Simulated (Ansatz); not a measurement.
**CHOS2, charge −1: a pair, distance and slip**

Aim: map the energy of CHOS2, charge −1 over two coordinates, and find its wells, ridges and stiffness.

Program: Ansatz 0.2.0. Level of theory: RKS PBE0-D4/def2-SVPD. These are calculated values, not measurements.

**1. Starting geometry**

5 atoms, charge -1, spin multiplicity 1.

Atoms are counted from 1 here; the program's logs count them from 0.

Bond lengths: O1–H2 0.984 Å, O1–C4 1.382 Å, S3–C4 1.718 Å, C4–S5 1.690 Å. Angles: H2–O1–C4 102.8°, O1–C4–S3 114.5°, O1–C4–S5 116.2°, S3–C4–S5 129.3°.

Geometry (Å):

```xyz
5
charge -1, multiplicity 1
O     0.0371   -0.4381   -1.0040
H    -0.1138    0.4355   -1.4314
S    -0.2210    1.5403    0.6844
C     0.0304   -0.1244    0.3417
S     0.2673   -1.4133    1.4093
```

This geometry comes from a loose relaxation at PBE in a small basis, which is not shown.

**5. The grid**

The axes are (1) separation of C4 and O1 along their line in the relaxed pair: 13 values from 1.142 to 2.542 Å; (2) sideways slip of O1, H2: 13 values from −1.50 Å.

Nothing else is relaxed (both partners rigid). Energies count from the ion and the molecule far apart, frozen as in the relaxed pair, each in its own basis (no counterpoise correction). Points are written as (first, second).

(The set-up runs are not shown.)

**6. Point (1.673 Å, −0.50 Å)**

Contents of input.yaml:

```yaml
crystal:
  periodic: [false, false, false]
  atoms:
    - { symbol: O, position_ang: [-0.041646, -0.018113, -1.406467] }
    - { symbol: H, position_ang: [-0.189927, 0.83482, -1.84387] }
    - { symbol: S, position_ang: [-0.218845, 1.526806, 0.684791] }
    - { symbol: C, position_ang: [0.029871, -0.122208, 0.335078] }
    - { symbol: S, position_ang: [0.264877, -1.400702, 1.39644] }
total_charge: -1
basis:
  gaussian: { orbitals: def2-SVPD }
hamiltonian:
  xc: pbe0
  dispersion: d4
output:
  forces: true
```

On the command line:

```
> ansatz run input.yaml --threads 1 --pin off --max-ram 2560MiB --backend cpu --events-out ev --progress --plain --runs-dir out
```

Further runs follow: the other points that were computed.

What does the calculation give? Wanted: lowest point; highest computed point; largest force on an atom.

**Answer**, as computed:

| quantity | value |
| --- | --- |
| lowest point | (1.343 Å, 0.00 Å), −501 kJ/mol |
| highest computed point | (1.142 Å, 1.25 Å), 729 kJ/mol above the lowest |
| largest force on an atom (eV/Å) | 0.6 at (1.343 Å, 0.00 Å) to 16.1 at (1.142 Å, 0.00 Å); 0.6 at the lowest point |
| time for the whole task | 12 min on 1 thread, shared host |

The lowest computed point is at (1.343 Å, 0.00 Å), −501 kJ/mol from the ion and the molecule far apart, frozen as in the relaxed pair, each in its own basis (no counterpoise correction). The grid shows no other well, apart from its symmetry copies. The highest computed point, (1.142 Å, 1.25 Å), lies 729 kJ/mol above the lowest. Round the minimum the two coordinates are nearly uncoupled. Between some neighbouring points the energy changes steeply, from close contacts of the rigid frames or a change of state; the map doesn't tell which. No counterpoise correction was made, so wells between separate parts tend to come out somewhat too deep.
